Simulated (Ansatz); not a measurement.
Ansatz (a program for electronic structure) input:

Ansatz 0.2 input:
```yaml
crystal:
  periodic: [false, false, false]
  atoms:
    - {symbol: C, position_ang: [-0.71022460, 0.07832482, 0.06152043]}
    - {symbol: C, position_ang: [0.71022460, -0.07832482, -0.06152043]}
    - {symbol: H, position_ang: [-1.28075570, -0.41847643, -0.79118062]}
    - {symbol: H, position_ang: [-1.08454656, 1.05197896, -0.39815009]}
    - {symbol: H, position_ang: [-1.16860170, -0.11789931, 1.02449045]}
    - {symbol: H, position_ang: [1.08454656, -1.05197896, 0.39815009]}
    - {symbol: H, position_ang: [1.28075570, 0.41847643, 0.79118062]}
    - {symbol: H, position_ang: [1.16860170, 0.11789931, -1.02449045]}
basis:
  gaussian:
    orbitals: def2-TZVPD
hamiltonian:
  xc: {name: B3LYP}
total_charge: 1
magnetization: {spin_polarized: true, initial_magnetization: 1}
output: {forces: true}
```

Question: What final total energy does it print?

Answer: -79.44215 Eh (B3LYP/def2-TZVPD). The basis has 128 functions.
